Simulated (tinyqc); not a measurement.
Inside a calculation. Method: RHF in the sto-3g basis, for H2O, spin multiplicity 1. One step of it, computed by the program tinyqc.

Question. Orthogonalisation. S = U s U^T; symmetric (Loewdin) form X = U s^(-1/2) U^T, so that X^T S X = 1.

overlap S, lower triangle:
```
           1O 1s     1O 2s    1O 2px     1O 2py    1O 2pz     2H 1s     3H 1s
1O 1s   1.000000
1O 2s   0.236704  1.000000
1O 2px  0.000000  0.000000  1.000000
1O 2py  0.000000  0.000000  0.000000   1.000000
1O 2pz  0.000000  0.000000  0.000000   0.000000  1.000000
2H 1s   0.031439  0.338856  0.000000   0.221416  0.214391  1.000000
3H 1s   0.031439  0.338856  0.000000  -0.221416  0.214391  0.190712  1.000000
```

Give: eigenvalues of S; X.

Answer.

eigenvalues of S: 0.4869  0.5773  0.8781  1.0000  1.1160  1.2320  1.7099

X, lower triangle:
```
          1O 1s    1O 2s  1O 2px   1O 2py   1O 2pz    2H 1s   3H 1s
1O 1s    1.0233
1O 2s   -0.1335   1.1203
1O 2px   0.0000   0.0000  1.0000
1O 2py   0.0000   0.0000  0.0000   1.0481
1O 2pz  -0.0066   0.0607  0.0000   0.0000   1.0375
2H 1s    0.0167  -0.1846  0.0000  -0.1404  -0.1145   1.0998
3H 1s    0.0167  -0.1846  0.0000   0.1404  -0.1145  -0.0692  1.0998
```
